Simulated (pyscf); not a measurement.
Hydrogen abstraction: H₃C–SnH₃ + methyl (CH₃•) → •H₂C–SnH₃ + methane (CH₄)

Gas phase, doublet surface, charge 0. Bonds broken: C1–H3. Bonds formed: H3–C9. Structures and frequencies: ωB97X-D3(BJ)/def2-SVP in PySCF.

Transition state (Å):

```xyz
12

C     -1.5189    -0.4468    -0.2401
Sn    -0.4145     0.9213    -1.4431
H     -1.1684    -0.2082     1.0177
H     -1.2648    -1.5050    -0.3952
H     -2.6076    -0.2947    -0.2510
H     -0.8102     2.5219    -0.9855
H      1.2593     0.6668    -1.1943
H     -0.7640     0.7184    -3.1072
C     -0.8210     0.0222     2.3124
H     -1.3677    -0.7251     2.9006
H     -1.1399     1.0537     2.5094
H      0.2681    -0.1110     2.3386
```

One imaginary mode, 1831i cm⁻¹; descent along it reached the two sides named.

```csv
bond,change,reactant side (Å),saddle,product side
C1–H3,breaks,1.099,1.327,2.9
H3–C9,forms,2.9,1.360,1.100
```

Electronic energies relative to the separated reactants (kcal/mol):

```csv
level,barrier,reaction energy,reverse barrier
ωB97X-D3(BJ)/def2-TZVP,13.6,-2.9,16.5
PBE/def2-TZVP,8.6,-2.9,11.5
r²SCAN/def2-TZVP,11.9,-2.6,14.4
B3LYP-D3(BJ)/def2-TZVP,11.8,-2.7,14.5
PBE0-D3(BJ)/def2-TZVP,11.2,-2.5,13.7
M06-2X/def2-TZVP,14.5,-2.7,17.2
ωB97M-D3(BJ)/def2-TZVP,14.9,-2.4,17.4
HF/def2-TZVP,29.5,-2.9,32.4
```

With ωB97M-D3(BJ)/def2-TZVP energies and thermal terms (ideal gas, 1 atm, RRHO with modes under 100 cm⁻¹ raised to 100, one conformer, R ln 2 for chiral ones without a mode under 150 cm⁻¹), in kcal/mol:

```tsv
T (K)	ΔH‡	ΔG‡	ΔH	ΔG
298	13.5	22.2	-1.7	-2.2
600	13.8	30.9	-1.9	-2.6
900	14.6	39.2	-2.1	-2.9
1200	15.4	47.3	-2.2	-3.1
```

The same reactants have a lower exit, to H₃C–SnH₂• + CH₄ (barrier +3.3 kcal/mol at ωB97M-D3(BJ)/def2-TZVP, against +14.9 kcal/mol here). •H₂C–SnH₃ lies 30.6 kcal/mol over its isomer H₃C–SnH₂• (electronic energy, ωB97M-D3(BJ)/def2-TZVP). One saddle was located; it need not be the lowest between these sides. The angle at the transferred H is 179°. Elements past Kr carry the def2 core potentials, without spin-orbit coupling.
